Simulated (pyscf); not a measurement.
`[CH4]` + `[OH][Sn]([OH])([OH])[OH]` → `[CH3][Sn]([OH])([OH])[OH]` + `[OH2]`, a four-centre exchange (singlet surface; C–H, O–Sn broken, C–Sn, H–O formed). Single points on ωB97X-D3(BJ)/def2-SVP structures (PySCF, gas phase). Energies in kcal/mol from the separated reactants.

GFN2-xTB: tblite. 

**Question.** In single points GFN2-xTB puts the saddle at 60.3 kcal/mol and the reaction energy at +13.5 kcal/mol. Should these be trusted to within a few kcal/mol? Compare with ωB97M-D3(BJ)/def2-TZVP.

**Answer.** ωB97M-D3(BJ)/def2-TZVP gives ΔE‡ = 41.0 kcal/mol and ΔE = +7.9 kcal/mol. GFN2-xTB lies 19.3 kcal/mol over it in the barrier and 5.6 kcal/mol over it in the reaction energy, so on this step it does not hold to within 3.0 kcal/mol. ωB97M-D3(BJ)/def2-TZVP has limits of its own. On the product side the descent ends in an adduct with a O–Sn contact (not fully relaxed), 13.5 kcal/mol under the separated species and 46.2 kcal/mol under the saddle at ωB97X-D3(BJ)/def2-TZVP. What is counted as broken (O–Sn) persists as a longer contact in the product adduct; parting that adduct is a step of its own. One saddle was located; it need not be the lowest between these sides. Elements past Kr carry the def2 core potentials, without spin-orbit coupling.
